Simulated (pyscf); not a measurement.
Single points on ωB97X-D3(BJ)/def2-SVP structures (PySCF, gas phase).

Problem. For cyclic C₅H₇N (SMILES C1=CCN=CC1) → hydrogen cyanide (HC≡N) + 1,3-butadiene (H₂C=CH–CH=CH₂), a cycloreversion (singlet surface; C–C, C–N broken, none formed), PBE/def2-TZVP gives ΔE‡ = 46.8 kcal/mol and ΔE = +28.3 kcal/mol (zero: the reactant's lowest minimum found). In which direction and how far do r²SCAN/def2-TZVP, PBE0-D3(BJ)/def2-TZVP, ωB97M-D3(BJ)/def2-TZVP move these?

Solution. r²SCAN: ΔE‡ = 48.0 kcal/mol, ΔE = +28.9 kcal/mol; PBE0-D3(BJ): ΔE‡ = 55.8 kcal/mol, ΔE = +35.4 kcal/mol; ωB97M-D3(BJ): ΔE‡ = 53.5 kcal/mol, ΔE = +25.9 kcal/mol. PBE's barrier lies under all of them, by 1.2 to 9.0 kcal/mol. Its reaction energy lies among theirs. One saddle was located; it need not be the lowest between these sides.
